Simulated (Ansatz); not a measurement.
# BSiHF (quartet): wave-function methods side by side at a displaced geometry (v2), cc-pVDZ

One table from this session's results is given with a row withheld; the runs are named, their logs left out.

Method: cc-pVDZ, core rule «outside noble gas», up to 7 orbitals frozen; program: Ansatz 0.2.0, Gaussian basis.

To be run: UHF; CCSD(T) on ROHF; CCSD(T) on UHF; BCCD(T) on ROHF; CISD; CCSDT(Q) on ROHF; CCSDT(Q) on UHF.

25 further runs of the same task are left out: 13 that didn't finish, 12 set aside as unsound or not needed.

## The geometry

The geometry is a PBE0/def2-TZVP stationary point (not a proven minimum) with its atoms shifted at random (size 0.100 Å).

4 atoms, charge 0, spin multiplicity 4.

Atoms are counted from 1 here; the program's logs count them from 0.

Bond lengths: B1–Si2 1.846 Å, Si2–F3 1.618 Å, Si2–H4 1.401 Å. Angles: B1–Si2–F3 124.0°, B1–Si2–H4 129.7°, F3–Si2–H4 104.1°.

The first run:

Input file in.yaml:

```yaml
crystal:
  periodic: [false, false, false]
  atoms:
    - {symbol: B, position_ang: [0.107167, -0.495914, 1.790315]}
    - {symbol: Si, position_ang: [-0.057707, 0.375075, 0.171556]}
    - {symbol: F, position_ang: [0.018913, -0.364220, -1.265206]}
    - {symbol: H, position_ang: [0.102022, 1.732992, -0.135353]}
basis:
  gaussian: {orbitals: cc-pVDZ}
magnetization: {spin_polarized: true, initial_magnetization: 3}
hamiltonian: {xc: hf}
output: {orbitals: {seedname: orbitals}}
```

Command:

```console
$ ansatz run in.yaml --threads 1 --pin off --events-out ev --progress --plain --max-ram 2393MiB
```

Among the steps run: UHF; CCSD(T) on ROHF; CCSD(T) on UHF; BCCD(T) on ROHF; CISD; CCSDT(Q) on ROHF; CCSDT(Q) on UHF.

One table of the session follows, with a row left open; its other results are not shown here.

It belongs to the step «Misses and costs». 

| method | from UCCSDT(Q) (kcal/mol) |
| --- | --- |
| ROHF | +214.22 |
| UHF | +213.17 |
| RMP2 | +21.88 |
| UMP2 | +22.25 |
| CISD | +23.59 |
| RCCSD | +6.11 |
| UCCSD | +6.09 |
| RCCSD(T) | +1.23 |
| UCCSD(T) | +1.22 |
| BCCD(T) | +1.14 |
| RCCSDT | +0.49 |
| UCCSDT | +0.48 |
| RCCSDT(Q) | ? |
| UCCSDT(Q) | 0 |

**Question.** Estimate the row for RCCSDT(Q).

The run gave: from UCCSDT(Q) (kcal/mol): +0.06. In the column «from UCCSDT(Q) (kcal/mol)» it lies between UCCSDT(Q) (0) and UCCSDT (+0.48).

Limits of these values: Restricted and unrestricted rows rest on different reference determinants; where their highest levels disagree by more than a few hundredths of an eV, they describe different states and don't form one ladder.
